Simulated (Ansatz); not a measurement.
# C₂H₄FN: a ladder of functionals and wavefunction methods

One table from this session's results is given with a row withheld; the runs are named, their logs left out.

Method: functionals in def2-TZVPP, the program's frozen cores in correlated methods; program: Ansatz 0.2.0, Gaussian basis.

Plan: LDA (SPW92), PBE-D4, revPBE-D4, BLYP-D4, r2SCAN-D4, B97M-V, PBE0-D4, B3LYP-D4, r2SCANh-D4, r2SCAN0-D4, HSE06-D4, BHLYP-D4, CAM-B3LYP-D4, LC-ωPBE, ωB97X-V, ωB97M-V, B2PLYP, PBE-QIDH; CCSD(T)/def2-SVP; CCSD(T)/def2-TZVPP; MP2/def2-QZVPP; extrapolation to the limit; RPA on PBE.

### The relaxed structure

All runs share one geometry, relaxed beforehand with PBE0-D4 in a triple-zeta def2 set.

SMILES `N=CCF`, 8 atoms, charge 0, spin multiplicity 1.

Atoms are counted from 1 here; the program's logs count them from 0.

Bond lengths: N1–C2 1.259 Å, N1–H5 1.023 Å, C2–C3 1.497 Å, C2–H6 1.095 Å, C3–F4 1.373 Å, C3–H7 1.096 Å, C3–H8 1.096 Å. Angles: C2–N1–H5 110.0°, N1–C2–C3 126.7°, N1–C2–H6 118.9°, C3–C2–H6 114.4°, C2–C3–F4 111.2°, C2–C3–H7 110.1°, C2–C3–H8 110.1°, F4–C3–H7 108.6°, F4–C3–H8 108.6°, H7–C3–H8 108.2°.

Coordinates:

```tsv
atom	x (Å)	y (Å)	z (Å)
N1	-1.0296	1.2698	-0.1988
C2	-0.0667	0.6764	0.3534
C3	0.4667	-0.6781	0.0048
F4	-0.2376	-1.2370	-1.0333
H5	-1.4177	0.6883	-0.9453
H6	0.4576	1.1711	1.1778
H7	0.3986	-1.3441	0.8730
H8	1.5208	-0.6034	-0.2872
```

The first run:

File in.yaml:

```yaml
crystal:
  periodic: [false, false, false]
  atoms:
    - {symbol: N, position_ang: [-1.029576, 1.269751, -0.198809]}
    - {symbol: C, position_ang: [-0.066692, 0.676365, 0.353368]}
    - {symbol: C, position_ang: [0.466683, -0.678102, 0.004764]}
    - {symbol: F, position_ang: [-0.237583, -1.237046, -1.033346]}
    - {symbol: H, position_ang: [-1.417714, 0.688270, -0.945293]}
    - {symbol: H, position_ang: [0.457628, 1.171061, 1.177764]}
    - {symbol: H, position_ang: [0.398552, -1.344118, 0.872980]}
    - {symbol: H, position_ang: [1.520802, -0.603380, -0.287227]}
basis:
  gaussian: {orbitals: def2-TZVPP}
hamiltonian: {xc: lda}
output: {orbitals: {seedname: orbitals}}
```

The run is started by

```console
$ ansatz run in.yaml --threads 2 --pin off --events-out ev --progress --plain --max-ram 4352MiB
```

Among the steps run: LDA; PBE-D4 (GGA); revPBE-D4 (GGA); BLYP-D4 (GGA); r2SCAN-D4 (meta-GGA); B97M-V (meta-GGA); PBE0-D4 (hybrid); B3LYP-D4 (hybrid); r2SCANh-D4 (hybrid); r2SCAN0-D4 (hybrid); HSE06-D4 (hybrid); BHLYP-D4 (hybrid); CAM-B3LYP-D4 (range-separated); LC-ωPBE (range-separated); ωB97X-V (range-separated); ωB97M-V (range-separated); B2PLYP (double hybrid); PBE-QIDH (double hybrid).

One of the session's tables, all rows but one given; the rest of the session is left out.

It belongs to the step «Frontier levels by functional». 

| functional | HOMO (eV) | gap (eV) |
| --- | --- | --- |
| LDA (SPW92) | -6.40 | 4.72 |
| PBE-D4 | -6.31 | 4.87 |
| revPBE-D4 | -6.27 | 4.92 |
| BLYP-D4 | -6.24 | 4.91 |
| r2SCAN-D4 | -6.64 | 5.43 |
| B97M-V | -6.85 | 5.76 |
| PBE0-D4 | -7.88 | 7.59 |
| B3LYP-D4 | -7.65 | 7.07 |
| r2SCANh-D4 | -7.23 | 6.44 |
| r2SCAN0-D4 | -8.10 | 7.94 |
| HSE06-D4 | -7.47 | 6.79 |
| BHLYP-D4 | ? | ? |
| CAM-B3LYP-D4 | -9.36 | 10.28 |
| LC-ωPBE | -10.71 | 12.89 |
| ωB97X-V | -10.38 | 12.48 |
| ωB97M-V | -10.29 | 12.30 |

Q: Estimate the row for BHLYP-D4 from the others.

Worked estimate for «HOMO (eV)». Against the share of exact exchange, BLYP-D4 (0, -6.24), B3LYP-D4 (0.2, -7.65) give a slope of -7.05 per unit share; at 0.5 the line stands at -9.76.

**Answer.** HOMO (eV): -9.41; gap (eV): 10.34. In «HOMO (eV)» the line misses by -0.35.
